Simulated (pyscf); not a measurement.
Cl–Ge:–Cl [singlet] + ammonia (NH₃) → H₂N–GeH(Cl)–Cl, gas phase, singlet surface. PySCF, gas phase, ωB97X-D3(BJ)/def2-SVP geometries. ΔG in kcal/mol from ωB97M-D3(BJ)/def2-TZVP energies (ideal gas, 1 atm, RRHO with modes under 100 cm⁻¹ raised to 100, one conformer, R ln 2 for chiral ones without a mode under 150 cm⁻¹).

```json
[
 {"T (K)": "298", "ΔG": "-3.3"},
 {"T (K)": "600", "ΔG": "?"},
 {"T (K)": "900", "ΔG": "+16.3"},
 {"T (K)": "1200", "ΔG": "+25.3"}
]
```

### Question
Fit a line to the three values, predict ΔG at 600 K, and estimate where the reaction turns unfavourable at 1 atm of each gas.

### Answer
Least squares gives ΔG = -12.7 + 31.8 × T/1000 K, so ΔS is about -133 J/(mol K) and ΔH about -12.7 kcal/mol over this range (ΔH at 298 K: -13.6). At 600 K the line gives +6.4; the computed value is +6.9. ΔG = 0 falls near 400 K; 1 kcal/mol in the energy moves that by 31 K. This is thermodynamics alone and says nothing of the barrier. Elements up to Kr have no core potential and no relativistic terms here.
